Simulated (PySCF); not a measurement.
CH3N, SMILES C=N, point group Cs.

Level: B3LYP/pcJ-1 in PySCF (density fitting, grid level 2); geometry and Hessian at that level, cubic constants and property derivatives from steps of ±0.6 along each species' dimensionless normal coordinates, second-order vibrational perturbation theory. The parent has the commonest isotopes.

Equilibrium geometry (Å):

| atom | x | y | z |
| --- | --- | --- | --- |
| C1 | -0.3613 | 0.0700 | -0.1253 |
| N2 | 0.5090 | -0.3503 | 0.6913 |
| H3 | -1.4152 | -0.0130 | 0.1438 |
| H4 | -0.1504 | 0.5209 | -1.1020 |
| H5 | 1.4524 | -0.2162 | 0.3235 |

Q: Give the equilibrium and ground-state rotational constants (MHz) of parent; ²H at 3; ²H at 4; ¹³C at 1, ²H at 3; ²H at 5; ¹⁵N at 2; ²H at 3, ²H at 4, ²H at 5.

A: 
```
                  species      Ae     Be     Ce      A0     B0     C0  Δ0 (u Å²)  harmonic ZPE (cm⁻¹)
                   parent  198890  34960  29733  197070  34733  29433      0.056                 8754
                  ²H at 3  156540  31577  26276  155270  31376  26016      0.064                 8085
                  ²H at 4  151400  31722  26227  150140  31519  25963      0.065                 8107
        ¹³C at 1, ²H at 3  156100  30944  25825  154840  30751  25573      0.064                 8045
                  ²H at 5  159680  32308  26871  158610  32090  26601      0.063                 8037
                 ¹⁵N at 2  198410  34047  29060  196600  33830  28771      0.056                 8732
²H at 3, ²H at 4, ²H at 5  103220  27234  21549  102520  27059  21340      0.075                 6702
```

Δ0 = Ic − Ia − Ib from the ground-state constants.

Q: How is the parent's vibrational correction B0 − Be made up?

A: 
```json
{"axis": "a", "harmonic": "1990", "Coriolis": "-531", "cubic": "-3280", "total (MHz)": "-1820"}
{"axis": "b", "harmonic": "141", "Coriolis": "-7.18", "cubic": "-361", "total (MHz)": "-227"}
{"axis": "c", "harmonic": "49.5", "Coriolis": "-16", "cubic": "-334", "total (MHz)": "-301"}
```

Q: And its quartic centrifugal distortion constants from the harmonic force field?

A: Asymmetric top, A reduction, Ir representation: ΔJ = 57 kHz, ΔJK = 560 kHz, ΔK = 6210 kHz, δJ = 9.34 kHz, δK = 459 kHz.

Q: Which nuclear quadrupole couplings χaa, χbb, χcc (MHz) does the parent show, at equilibrium and averaged?

A: 14N at 2: -0.9, -3.0, 3.9 and -0.9, -2.9, 3.8.
